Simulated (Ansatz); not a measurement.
The input, for Ansatz 0.2.0:

```yaml
crystal:
  periodic: [false, false, false]
  atoms:
    - {symbol: H, position_ang: [-1.872511, 0.000000, 0.000000]}
    - {symbol: H, position_ang: [-1.028511, 0.000000, 0.000000]}
    - {symbol: C, position_ang: [0.194489, 0.000000, 0.000000]}
    - {symbol: H, position_ang: [0.194489, -1.080023, 0.000000]}
    - {symbol: H, position_ang: [0.194489, 0.540011, 0.935327]}
    - {symbol: H, position_ang: [0.194489, 0.540012, -0.935327]}
basis:
  gaussian: {orbitals: cc-pVDZ}
magnetization: {spin_polarized: false, initial_magnetization: 1}
correlation: {method: fic_mrcisd_q, electrons: outside_noble_gas, active_space: {window: {electrons: 9, orbitals: 9}, shells: [{species: C, l: s, shell: 2}, {species: C, l: p, shell: 2}, {species: H, l: s, shell: 1}]}}
```

```sh
$ ansatz run in.yaml --threads 1 --pin off --events-out ev --progress --plain --max-ram 2393MiB
```

(1) Roughly how long does this take on 1 thread of Arm Neoverse V1, shared host, and how much host memory?

```
714 factors; integrals over basis functions are off by at most 2.3e-7 eV
mean field evaluation 1: about -1104.5776 eV, gradient 1.6e1 eV
mean field evaluation 2: about -1104.5778 eV, gradient 1.6e1 eV
mean field evaluation 4: about -1105.3898 eV, gradient 2.0e0 eV
mean field evaluation 8: about -1105.4039 eV, gradient 1.7e-5 eV
mean field -1105.40393935 eV, -40.6228455013 hartree, gradient 1.2e-6 eV, S^2 0.750000; 0 other end points of the search recorded, 0 dependent functions left out
reference -1105.40393935 eV, -40.6228455013 hartree; 6, 5 occupied and 33, 34 virtual orbitals, 714 factors
state -1107.84767402 eV, -40.7126510943 hartree
contracted CI cycle   1: correlation 0.00000000 eV, 0.0000000000 hartree, residual 1.65e1 eV
contracted CI cycle   2: correlation -3.12587486 eV, -0.1148737822 hartree, residual 3.20e0 eV
contracted CI cycle   3: correlation -3.24202080 eV, -0.1191420670 hartree, residual 6.19e-1 eV
contracted CI cycle   4: correlation -3.24638891 eV, -0.1193025919 hartree, residual 1.45e-1 eV
contracted CI cycle   5: correlation -3.24661346 eV, -0.1193108440 hartree, residual 3.45e-2 eV
contracted CI cycle   6: correlation -3.24662569 eV, -0.1193112935 hartree, residual 7.99e-3 eV
contracted CI cycle   7: correlation -3.24662636 eV, -0.1193113182 hartree, residual 1.73e-3 eV
contracted CI cycle   8: correlation -3.24662640 eV, -0.1193113194 hartree, residual 3.67e-4 eV
state -1107.84767402 eV, -40.7126510943 hartree; corrected -1111.24028035 eV, -40.8373270773 hartree
Total energy: -1111.24028035 eV, -40.8373270773 hartree
Checks for a lower state left out: starts, orbital_swaps
```

Natural occupations: 1.9843 1.9782 1.9782 1.9706 0.9994 0.0307 0.0200 0.0193 0.0193.

For the same geometry and basis UCCSDT(Q) lies 6.2 meV lower.

Results:

(1) 4.9 s wall and 0.34 GiB.
